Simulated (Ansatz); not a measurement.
Predict the output of the script below (Ansatz's Python interface).

The script, `scan_c2h5b.py`:
```python
"""Potential curve of C2H5B along one bond."""

import ansatz as az
import numpy as np


def main() -> None:
    geometry_ang = [
        ("B", (-0.8674, -0.1509, -0.51)),
        ("C", (0.1802, 0.7395, 0.2961)),
        ("C", (0.4337, -0.68, 0.0622)),
        ("H", (-1.8627, -0.2075, -1.1081)),
        ("H", (0.753, 1.4449, -0.3585)),
        ("H", (-0.1491, 1.0318, 1.3186)),
        ("H", (0.3464, -1.343, 0.9576)),
        ("H", (1.2581, -0.8919, -0.7137)),
    ]
    molecule = az.Crystal.molecule()
    for symbol, xyz in geometry_ang:
        molecule = molecule.atom(symbol, xyz)

    symbols = [site.symbol for site in molecule.cartesian_sites]
    start = np.array([site.position_ang for site in molecule.cartesian_sites])
    axis = (start[3] - start[0]) / np.linalg.norm(start[3] - start[0])
    moving = [3]
    lengths, energies = [0.99, 1.07, 1.16, 1.28, 1.45, 1.74, 2.09, 2.56], []
    for length in lengths:
        xyz = start.copy()
        xyz[moving] += (length - np.linalg.norm(start[3] - start[0])) * axis
        point = az.Crystal.molecule()
        for symbol, place in zip(symbols, xyz):
            point = point.atom(symbol, place.tolist())
        job = point.calculation()
        job = job.basis(gaussian="def2-SVP").functional("hf")
        job = job.spin("collinear")
        report = job.run(threads=1).report
        energies.append(report["free_energy_ev"])
        print(f"r = {length:6.3f} A  E = {energies[-1]:.5f} eV  <S^2> = {abs(report['mean_field']['state']['spin_squared']):.3f}")

    print("energy above the lowest point (eV):", [round(e - min(energies), 3) for e in energies])


if __name__ == "__main__":
    main()
```

```console
$ python scan_c2h5b.py
r =  0.990 A  E = -2806.84945 eV  <S^2> = 0.000
r =  1.070 A  E = -2807.35340 eV  <S^2> = 0.000
r =  1.160 A  E = -2807.56298 eV  <S^2> = 0.000
r =  1.280 A  E = -2807.46662 eV  <S^2> = 0.000
r =  1.450 A  E = -2806.92750 eV  <S^2> = 0.000
r =  1.740 A  E = -2805.62288 eV  <S^2> = 0.000
r =  2.090 A  E = -2804.34251 eV  <S^2> = 0.496
r =  2.560 A  E = -2803.81942 eV  <S^2> = 0.865
energy above the lowest point (eV): [0.714, 0.21, 0.0, 0.096, 0.635, 1.94, 3.22, 3.744]
```

What to keep in mind:
- These settings explore the input space; basis and method may be short of convergence.
- The rest of the molecule is held rigid at a force-field or estimated start geometry, and the basis set is modest; single-reference methods fail as a bond breaks.
- The expectation value of S² is noticeably off S(S+1) in at least one run, so that state is spin-contaminated.
- Hartree-Fock leaves correlation out, so bond, atomisation and ionisation energies come out well too low.
- Wall time of the script: 3.4 s on 1 thread of Intel(R) Xeon(R) 6975P-C (Granite Rapids), with other jobs on the host, peak memory 0.22 GiB.
